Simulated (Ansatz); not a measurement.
C4H7N can be A, `NC1C=CC1`, or B, `CC=C=CN`.

Program: Ansatz. Geometries: PBE0-D4/def2-TZVP. ΔE: electronic, gas phase. CCSD(T)/CBS is the MP2 limit (def2-TZVPP, def2-QZVPP) plus CCSD(T) − MP2 in def2-TZVPP, frozen cores. Functionals use def2-TZVPP. B3LYP here is the variant with VWN-RPA as its local correlation; programs differ in this. Each species was taken in one conformer, which may not be the lowest.

A:

Z-matrix (Å, degrees):
```
C
C 1 1.509
N 1 1.439 2 116.2
C 1 1.575 2 85.5 3 122.9
H 1 1.096 2 112.9 3 -125.8
C 2 1.334 1 94.3 3 -124.7
H 2 1.084 1 131.6 3 56.4
H 3 1.012 1 111.3 2 174.1
H 3 1.013 1 110.7 2 54.1
H 4 1.095 1 116.4 2 119.1
H 4 1.094 1 112.9 2 -114.0
H 6 1.084 2 133.1 1 -175.9
```

B:

```xyz
12

C    -1.859    0.539    0.904
C    -0.937    0.690   -0.267
C     0.099   -0.061   -0.514
C     1.136   -0.799   -0.813
N     2.472   -0.528   -0.494
H    -1.876    1.452    1.506
H    -2.885    0.361    0.568
H    -1.555   -0.292    1.541
H    -1.172    1.501   -0.959
H     0.996   -1.686   -1.427
H     3.003   -1.354   -0.265
H     2.578    0.177    0.220
```

Task: Which isomer does CCSD(T)/CBS put lower? Give the gap. (Best estimate.)

Result: The calculation gave: A, by 7.2 kJ/mol.

Task: Give E(B) − E(A) in kJ/mol with BLYP-D4, CCSD(T)/def2-SVP, PBE-D4, LDA (SPW92), B3LYP, HF/def2-TZVPP, ωB97M-V. (Best estimate.)

Result: The calculation gave: BLYP-D4 -30.4, CCSD(T)/def2-SVP 5.5, PBE-D4 -8.7, LDA (SPW92) 4.3, B3LYP -24.4, HF/def2-TZVPP -7.2, ωB97M-V 4.0. The order is the other way round with BLYP-D4, PBE-D4, B3LYP, HF/def2-TZVPP.

Task: Does the order hold for the free energy at 298.15 K (harmonic terms from PBE0-D4)? (Estimate.)

Result: Computed: No: G(B) − G(A) = -2.8 kJ/mol, for one conformer each.

Largest T1 diagnostic: 0.012.

From r2SCAN to r2SCAN0 (25 % exact exchange), in def2-TZVPP and without D4, E(B) − E(A) moves by +11.8 kJ/mol. In def2-TZVPP, CCSD(T) changes the Hartree–Fock value by +13.3 kJ/mol (the triples alone add −0.7 kJ/mol) and MP2 by +20.6 kJ/mol.
